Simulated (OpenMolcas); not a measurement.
**C2HF2 (SMILES [CH]=C(F)F): the dipole moment, rung by rung**

C2HF2 has 5 atoms, charge 0, and is taken as a doublet. SMILES: `[CH]=C(F)F`. Geometry: relaxed at PBE0-D4/def2-TZVP.

Each level gives the dipole moment (D). The values are calculated.

| level | kind | program | value (D) | CPU time |
| --- | --- | --- | --- | --- |
| UHF/aug-cc-pVDZ | Hartree–Fock | OpenMolcas | 1.66 | 16 s |
| U-revPBE/aug-cc-pVDZ | GGA | OpenMolcas | 1.09 | 52 s |
| UPBE/aug-cc-pVDZ | GGA | OpenMolcas | 1.11 | 52 s |
| U-r2SCAN/aug-cc-pVDZ | meta-GGA | OpenMolcas | 1.18 | 72 s |
| UM06-L/aug-cc-pVDZ | meta-GGA | OpenMolcas | 1.14 | 78 s |
| UBHLYP/aug-cc-pVDZ | global hybrid | OpenMolcas | 1.46 | 56 s |
| UM06-2X/aug-cc-pVDZ | hybrid meta-GGA | OpenMolcas | 1.38 | 80 s |
| UPBE0/aug-cc-pVDZ | global hybrid | OpenMolcas | 1.28 | 53 s |

The values span 1.09 to 1.66 D. Spin contamination of the reference (⟨S²⟩ at least 0.1 too high) touches UHF/aug-cc-pVDZ. Magnitudes only. Times are those of the runs behind each value, whatever else they computed, on shared processors of several kinds: orders of magnitude only.
